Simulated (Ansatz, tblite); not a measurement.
# PPPP tetrahedron (P4): removing an electron

The task here is to estimate one member of a computed series from the others.

Method: as each input shows; program: Ansatz 0.2.0, Gaussian basis.

Levels to be run: charge +1 doublet, at the geometry of the singlet (PBE0-D4/def2-TZVP, PBE-D4/def2-TZVP, r2SCAN-D4/def2-TZVP, CCSD(T)/def2-TZVPP); the starting singlet's energies come from earlier runs.

## The structure

The singlet was relaxed beforehand with PBE0-D4/def2-TZVP.

4 atoms, charge 0, spin multiplicity 1.

Atoms are counted from 1 here; the program's logs count them from 0.

Bond lengths: P1–P2 2.184 Å, P1–P3 2.184 Å, P1–P4 2.184 Å, P2–P3 2.184 Å, P2–P4 2.184 Å, P3–P4 2.184 Å. Angles: P2–P1–P3 60.0°, P2–P1–P4 60.0°, P3–P1–P4 60.0°, P1–P2–P3 60.0°, P1–P2–P4 60.0°, P3–P2–P4 60.0°, P1–P3–P2 60.0°, P1–P3–P4 60.0°, P2–P3–P4 60.0°, P1–P4–P2 60.0°, P1–P4–P3 60.0°, P2–P4–P3 60.0°.

Set-up of the first run:

in.yaml

```yaml
crystal:
  periodic: [false, false, false]
  atoms:
    - {symbol: P, position_ang: [1.237007, 0.508452, 0.014867]}
    - {symbol: P, position_ang: [-0.533771, 0.090076, 1.223033]}
    - {symbol: P, position_ang: [0.050131, -1.284034, -0.371093]}
    - {symbol: P, position_ang: [-0.753377, 0.685506, -0.866807]}
basis:
  gaussian: {orbitals: def2-SVP}
total_charge: 1
magnetization: {spin_polarized: true, initial_magnetization: 1}
hamiltonian: {xc: pbe0, dispersion: d4}
output: {orbitals: {seedname: orbitals}}
```

On the command line:

```
ansatz run in.yaml --threads 4 --pin off --events-out ev --progress --plain --max-ram 3916MiB
```

Among the steps run: Charge +1 doublet at the fixed geometry, first pass, PBE0-D4/def2-SVP; Charge +1 doublet at the fixed geometry, PBE0-D4/def2-TZVP; Charge +1 doublet at the fixed geometry, PBE-D4/def2-TZVP; Charge +1 doublet at the fixed geometry, r2SCAN-D4/def2-TZVP; Charge +1 doublet at the fixed geometry, CCSD(T)/def2-TZVPP.

One table of the session follows, with a row left open; its other results are not shown here.

```
             method  vertical ionisation energy (eV)
      HF/def2-TZVPP                             8.79
   PBE-D4/def2-TZVP                             9.53
r2SCAN-D4/def2-TZVP                             9.64
  PBE0-D4/def2-TZVP                             9.63
     MP2/def2-TZVPP                                ?
    CCSD/def2-TZVPP                             9.56
 CCSD(T)/def2-TZVPP                             9.60
```

**Question.** Estimate the row for MP2/def2-TZVPP.

The run gave: vertical ionisation energy (eV): 9.75. In the column «vertical ionisation energy (eV)» it is the highest.
